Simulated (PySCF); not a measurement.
C2F4. Atoms are numbered in the order given.

```xyz
6

F      0.0000     1.1015    -1.3868
C      0.0000     0.0000    -0.6660
F      0.0000    -1.1015    -1.3868
C      0.0000     0.0000     0.6660
F      0.0000    -1.1015     1.3868
F      0.0000     1.1015     1.3868
```
Charge 0, spin multiplicity 1.

The structure is a stationary point at B3LYP-D3(BJ)/def2-SVP.

Level of theory: B3LYP/pcSseg-1 in PySCF.

GIAO shieldings, no solvent; atoms alike by connectivity are averaged. δ = σ(ref) − σ: ¹⁹F against CFCl3 (σ = 161.7 ppm); ¹³C against TMS (σ = 181.3 ppm), references at their B3LYP-D3(BJ)/def2-TZVP geometries, non-relativistic.

Computed chemical shifts:
| nucleus | atoms | count | δ (ppm) |
|---|---|---|---|
| ¹⁹F | F1, F3, F5, F6 | 4 | -145.7 |
| ¹³C | C2, C4 | 2 | 157.4 |
